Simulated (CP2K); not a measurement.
**triplet C2F2: levels of theory compared**

Aim: a comparison of 3 runs (AM1, PM3, PM6) of triplet C2F2. 

Program for the calculation: CP2K 2026.2.

11 further runs of the same task are left out: 8 that didn't finish, 3 set aside as unsound or not needed.

### 1 The structure to begin with

C2F2 has 4 atoms, charge 0, and is taken as a triplet. SMILES of the parent species: `FC#CF`. The shape is that of a PBE0-D4/def2-TZVP optimisation. That shape belongs to the parent species and isn't relaxed for this state.

Bond lengths: F1–C2 1.277 Å, C2–C3 1.184 Å, C3–F4 1.277 Å. Angles: F1–C2–C3 180.0°, C2–C3–F4 180.0°.

### 2 The energy at AM1 (run 1)

Input file run.inp:

```
&GLOBAL
  PROJECT run
  RUN_TYPE ENERGY
  PRINT_LEVEL MEDIUM
&END GLOBAL

&FORCE_EVAL
  METHOD Quickstep
  &DFT
    CHARGE 0
    MULTIPLICITY 3
    SPIN_POLARIZED T
    &QS
      METHOD AM1
      EPS_DEFAULT 1.0E-10
      &SE
        &COULOMB
          CUTOFF [angstrom] 50
          RC_RANGE [angstrom] 0
        &END COULOMB
        &EXCHANGE
          CUTOFF [angstrom] 50
          RC_RANGE [angstrom] 0
        &END EXCHANGE
      &END SE
    &END QS
    &POISSON
      PERIODIC NONE
      POISSON_SOLVER ANALYTIC
    &END POISSON
    &SCF
      SCF_GUESS ATOMIC
      EPS_SCF 1.0E-07
      MAX_SCF 100
      ADDED_MOS 8
      &DIAGONALIZATION
        ALGORITHM STANDARD
      &END DIAGONALIZATION
      &MIXING
        METHOD DIRECT_P_MIXING
        ALPHA 0.4
      &END MIXING
    &END SCF
    &PRINT
      &MOMENTS
        PERIODIC F
        REFERENCE COM
        MAX_MOMENT 1
      &END MOMENTS
      &MO ON
        ENERGIES T
        OCCUPATION_NUMBERS T
        NDIGITS 6
        &EACH
          QS_SCF 0
        &END EACH
        ADD_LAST NUMERIC
      &END MO
      &HIRSHFELD OFF
      &END HIRSHFELD
    &END PRINT
  &END DFT
  &SUBSYS
    &CELL
      ABC [angstrom] 8.3 8.3 11.7
      PERIODIC NONE
    &END CELL
    &COORD
      UNIT bohr
      F     -0.2577586     0.2418849     3.5012846
      C     -0.0636838     0.0570697     1.1020883
      C      0.1160292    -0.1141395    -1.1213635
      F      0.3101041    -0.2989547    -3.5205598
    &END COORD
    &TOPOLOGY
      &CENTER_COORDINATES
      &END CENTER_COORDINATES
    &END TOPOLOGY
  &END SUBSYS
&END FORCE_EVAL
```

On the command line:

```bash
$ OMP_NUM_THREADS=1 cp2k.psmp -i run.inp > run.out 2>&1
```

Output:

```text
CP2K| version string:                                       CP2K version 2026.2
[...]
 GLOBAL| Method name                                                        CP2K
[...]
 GLOBAL| Run type                                                         ENERGY
[...]
 *** WARNING in qs_environment.F:2191 :: More ADDED_MOs requested for beta ***
 *** spin than available.                                                  ***
 *** WARNING in qs_environment.F:2210 :: More added MOs requested than     ***
 *** available. The full set of unoccupied MOs will be used. Use           ***
 *** 'ADDED_MOS -1' to always use all available MOs and to get rid of this ***
[...]
                             - Atoms:                                          4
[...]
                             - Spherical basis functions:                     16
[...]
 Number of electrons:                                                         12
[...]
     1 P_Mix/Diag. 0.40E+00    0.0     0.47119096       -40.5477804423 -4.05E+01
[...]
    17 DIIS/Diag.  0.36E-07    0.0     0.00000008       -44.8360176534 -4.26E-14
  *** SCF run converged in    17 steps ***
  Core-core repulsion energy [eV]:                           1155.78528199887546
  Core Hamiltonian energy [eV]:                             -2011.67875875399955
  Two-electron integral energy [eV]:                         -728.31322041939438
  Electronic energy [eV]:                                   -2375.83536896369651
  Total energy [eV]:                                        -1220.05008696482105
  Atomic reference energy [eV]:                              1222.67203210103889
  Heat of formation [kcal/mol]:                                60.46349601687796
[...]
 SE_DIPOLE| Moment [Debye]         -0.00000077      -0.00000028      -0.00000008
 SE_DIPOLE| Derivative [a.u.]       0.00000000       0.00000000       0.00000000
 ENERGY| Total FORCE_EVAL ( QS ) energy [hartree]            -44.836017653356606
[...]
```

Run time: 0.22 s. Hardware: 1 thread of Arm Neoverse V1, shared host.

### 3 A single-point energy at PM3 (run 2)

Input file gas.inp:

```
&GLOBAL
  PROJECT gas
  RUN_TYPE ENERGY
  PRINT_LEVEL MEDIUM
&END GLOBAL

&FORCE_EVAL
  METHOD Quickstep
  &DFT
    CHARGE 0
    MULTIPLICITY 3
    SPIN_POLARIZED T
    &QS
      METHOD PM3
      EPS_DEFAULT 1.0E-10
      &SE
        &COULOMB
          CUTOFF [angstrom] 50
          RC_RANGE [angstrom] 0
        &END COULOMB
        &EXCHANGE
          CUTOFF [angstrom] 50
          RC_RANGE [angstrom] 0
        &END EXCHANGE
      &END SE
    &END QS
    &POISSON
      PERIODIC NONE
      POISSON_SOLVER ANALYTIC
    &END POISSON
    &SCF
      SCF_GUESS ATOMIC
      EPS_SCF 1.0E-06
      MAX_SCF 100
      ADDED_MOS 4
      &DIAGONALIZATION
        ALGORITHM STANDARD
      &END DIAGONALIZATION
      &MIXING
        METHOD DIRECT_P_MIXING
        ALPHA 0.4
      &END MIXING
    &END SCF
    &PRINT
      &MOMENTS
        PERIODIC F
        REFERENCE COM
        MAX_MOMENT 1
      &END MOMENTS
      &MO ON
        ENERGIES T
        OCCUPATION_NUMBERS T
        NDIGITS 6
        &EACH
          QS_SCF 0
        &END EACH
        ADD_LAST NUMERIC
      &END MO
      &HIRSHFELD OFF
      &END HIRSHFELD
    &END PRINT
  &END DFT
  &SUBSYS
    &CELL
      ABC [angstrom] 16.3 16.3 19.7
      PERIODIC NONE
    &END CELL
    &COORD
      F     -0.136400     0.128000     1.852800
      C     -0.033700     0.030200     0.583200
      C      0.061400    -0.060400    -0.593400
      F      0.164100    -0.158200    -1.863000
    &END COORD
    &TOPOLOGY
      &CENTER_COORDINATES
      &END CENTER_COORDINATES
    &END TOPOLOGY
  &END SUBSYS
&END FORCE_EVAL
```

On the command line:

```bash
$ OMP_NUM_THREADS=1 cp2k.psmp gas.inp > gas.out
```

Output:

```text
CP2K| version string:                                       CP2K version 2026.2
[...]
 GLOBAL| Method name                                                        CP2K
[...]
 GLOBAL| Run type                                                         ENERGY
[...]
                             - Atoms:                                          4
[...]
                             - Spherical basis functions:                     16
[...]
 Number of electrons:                                                         12
[...]
     1 P_Mix/Diag. 0.40E+00    0.0     0.47813994       -37.2181438719 -3.72E+01
[...]
    14 DIIS/Diag.  0.20E-06    0.0     0.00000049       -40.8233790637 -1.81E-10
  *** SCF run converged in    14 steps ***
  Core-core repulsion energy [eV]:                           1068.61607529531307
  Core Hamiltonian energy [eV]:                             -1883.51217865570425
  Two-electron integral energy [eV]:                         -591.92906932914502
  Electronic energy [eV]:                                   -2179.47671332027630
  Total energy [eV]:                                        -1110.86063802496369
  Atomic reference energy [eV]:                              1113.95345010103824
  Heat of formation [kcal/mol]:                                71.32194646621862
[...]
 SE_DIPOLE| Moment [Debye]          0.00000000       0.00000000      -0.00000000
 SE_DIPOLE| Derivative [a.u.]       0.00000000       0.00000000       0.00000000
 ENERGY| Total FORCE_EVAL ( QS ) energy [hartree]            -40.823379063733782
[...]
```

Run time: 0.22 s. Hardware: 1 thread of Arm Neoverse V1, shared host.

### 4 A single-point energy at PM6 (run 3)

Input file molecule.pdb:

```
HETATM    1 F    MOL A   1      -0.136   0.128   1.853  1.00  0.00           F
HETATM    2 C    MOL A   1      -0.034   0.030   0.583  1.00  0.00           C
HETATM    3 C    MOL A   1       0.061  -0.060  -0.593  1.00  0.00           C
HETATM    4 F    MOL A   1       0.164  -0.158  -1.863  1.00  0.00           F
END
```

Input file run.inp:

```
&GLOBAL
    PROJECT_NAME run
    RUN_TYPE ENERGY
    PRINT_LEVEL MEDIUM
&END GLOBAL
&FORCE_EVAL
    METHOD QUICKSTEP
    &DFT
        CHARGE 0
        MULTIPLICITY 3
        SPIN_POLARIZED T
        # Quickstep
        &QS
            METHOD PM6
            EPS_DEFAULT 1.0E-10
            &SE
                &COULOMB
                    CUTOFF [angstrom] 50
                    RC_RANGE [angstrom] 0
                &END COULOMB
                &EXCHANGE
                    CUTOFF [angstrom] 50
                    RC_RANGE [angstrom] 0
                &END EXCHANGE
            &END SE
        &END QS
        # cluster boundary conditions
        &POISSON
            PERIODIC NONE
            POISSON_SOLVER ANALYTIC
        &END POISSON
        &SCF
            SCF_GUESS ATOMIC
            EPS_SCF 1.0E-07
            MAX_SCF 30
            &OT ON
                MINIMIZER CG
                PRECONDITIONER FULL_ALL
            &END OT
            &OUTER_SCF
                EPS_SCF 1.0E-07
                MAX_SCF 8
            &END OUTER_SCF
        &END SCF
        # extra output
        &PRINT
            &MOMENTS
                PERIODIC F
                REFERENCE COM
                MAX_MOMENT 1
            &END MOMENTS
            &MO_CUBES
                NLUMO 1
                NHOMO -1
                WRITE_CUBE F
            &END MO_CUBES
            &HIRSHFELD OFF
            &END HIRSHFELD
        &END PRINT
    &END DFT
    # structure
    &SUBSYS
        &CELL
            ABC [angstrom] 12.3 12.3 15.7
            PERIODIC NONE
        &END CELL
        &TOPOLOGY
            COORD_FILE_NAME molecule.pdb
            COORD_FILE_FORMAT PDB
            CONN_FILE_FORMAT OFF
            &CENTER_COORDINATES
            &END CENTER_COORDINATES
        &END TOPOLOGY
    &END SUBSYS
&END FORCE_EVAL
```

On the command line:

```bash
$ OMP_NUM_THREADS=1 cp2k.psmp -i run.inp -o run.out
```

Output:

```text
CP2K| version string:                                       CP2K version 2026.2
[...]
 GLOBAL| Method name                                                        CP2K
[...]
 GLOBAL| Run type                                                         ENERGY
[...]
                             - Atoms:                                          4
[...]
                             - Spherical basis functions:                     16
[...]
 Number of electrons:                                                         12
[...]
     1 OT CG       0.15E+00    0.0     0.28320124       -39.0751136586 -3.91E+01
[...]
    18 OT CG       0.21E+01    0.0     0.00000009       -43.3831337375 -3.46E-12
  *** SCF run converged in    18 steps ***
  Core-core repulsion energy [eV]:                           1126.87100063093590
  Core Hamiltonian energy [eV]:                             -1941.54399988510841
  Two-electron integral energy [eV]:                         -731.68421155297688
  Electronic energy [eV]:                                   -2307.38610566159696
  Total energy [eV]:                                        -1180.51510503066106
  Atomic reference energy [eV]:                              1183.17760610103869
  Heat of formation [kcal/mol]:                                61.39873815053679
[...]
 SE_DIPOLE| Moment [Debye]         -0.00412327      -0.00145625      -0.00038327
 SE_DIPOLE| Derivative [a.u.]       0.00000000       0.00000000       0.00000000
 *** WARNING in qs_scf_post_se.F:140 :: Printing of MO cube files not ***
 *** implemented for Semi-Empirical method.                           ***
 ENERGY| Total FORCE_EVAL ( QS ) energy [hartree]            -43.383133737471731
[...]
```

It took 1.1 s on 1 thread of Arm Neoverse V1, shared host.

### 5 All runs side by side

| run | level | SCF convergence threshold | cell | energy (Eh) | dipole moment (D) | HOMO energy (eV) | LUMO energy (eV) | wall time |
| --- | --- | --- | --- | --- | --- | --- | --- | --- |
| 1 | AM1 | 1e-07 | (8.3, 8.3, 11.7) | -44.836018 | 0.00 | -7.53 | -2.09 | 0.22 s |
| 2 | PM3 | 1e-06 | (16.3, 16.3, 19.7) | -40.823379 | 0.00 | -7.94 | -3.03 | 0.22 s |
| 3 | PM6 | 1e-07 | (12.3, 12.3, 15.7) | -43.383134 | 0.00 | – | – | 1.1 s |

### 6 Results

| quantity | value |
| --- | --- |
| run 3: total energy | -43.38313 Eh |
| run 3: dipole moment | 0.00 D |
| run 3: heat of formation | 61.4 kcal/mol |

In words: Force-field and semi-empirical energies have zeros of their own, so their totals don't compare. All runs together took 1.6 s, the longest 1.1 s.
